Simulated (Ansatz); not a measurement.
Task: a relaxed scan of one distance of AlH3 (charge -1), SMILES [AlH3-], with the Ansatz DFT code, driven from Python. Give the script and its output. Settings (for the species named): PBE0, def2-SVP basis, multiplicity 2.

```xyz
4

Al    0.0010   -0.0022    0.3993
H    -0.9108   -1.1987   -0.1374
H    -0.5838    1.3889   -0.1241
H     1.4936   -0.1880   -0.1377
```

Script `relaxed_scan_alh3.py`:
```python
"""Relaxed scan of one distance in AlH3(-)."""

import ansatz as az
import numpy as np

geometry_ang = [
    ("Al", (0.001, -0.0022, 0.3993)),
    ("H", (-0.9108, -1.1987, -0.1374)),
    ("H", (-0.5838, 1.3889, -0.1241)),
    ("H", (1.4936, -0.188, -0.1377)),
]
system = az.Crystal.molecule()
for symbol, xyz in geometry_ang:
    system = system.atom(symbol, xyz)

base = system.calculation().basis(gaussian="def2-SVP").functional("pbe0").charge(-1).spin("collinear", total=1)
symbols = [site.symbol for site in system.cartesian_sites]
pairs = [(0, 1), (0, 2), (0, 3)]
print("held (A)   E (eV)        ", "  ".join(f"{symbols[i]}{i}-{symbols[j]}{j}" for i, j in pairs))
for length in [1.47, 1.6, 1.72, 1.92, 2.16]:
    data = base.relax(constraints=[az.DistanceConstraint((0, 1), at=length)], force_tolerance=0.02, max_steps=60).run(threads=1, backend="cpu").report
    xyz = np.array(data["positions_ang"])
    print(f"{length:6.2f} {data['free_energy_ev']:14.5f}  ", "  ".join(f"{np.linalg.norm(xyz[i] - xyz[j]):.3f}" for i, j in pairs))
```

Output of `python relaxed_scan_alh3.py`:
```text
held (A)   E (eV)         Al0-H1  Al0-H2  Al0-H3
DeckWarning: relax.constraints: the input's atoms, or those drawn, lie off the distances that are held; a relaxation that starts there is brought onto them ahead of its first SCF, by positions alone, [...]
  1.47    -6639.40496   1.470  1.648  1.648
  1.60    -6639.59485   1.600  1.647  1.647
  1.72    -6639.58155   1.720  1.645  1.645
  1.92    -6639.34482   1.920  1.642  1.642
  2.16    -6638.91627   2.160  1.640  1.640
```
(Warnings from the package without file and line, shortened, repeats left out.)

Total energies depend on the basis set; only differences at equal settings carry meaning. The energies are electronic: no zero-point or thermal terms, and the basis set is short of its limit. The species is open-shell (spin multiplicity 2). For an odd-electron ion, approximate functionals spread the charge over both fragments and lower the stretched end too much. Anions want diffuse functions, which this basis lacks. It ran for 19 s on 1 thread of Intel(R) Xeon(R) Platinum 8259CL CPU @ 2.50GHz (Skylake/Cascade Lake), on a shared host, peak memory 0.19 GiB.

(Lines on the test bed's own set-up are left out of the output.)
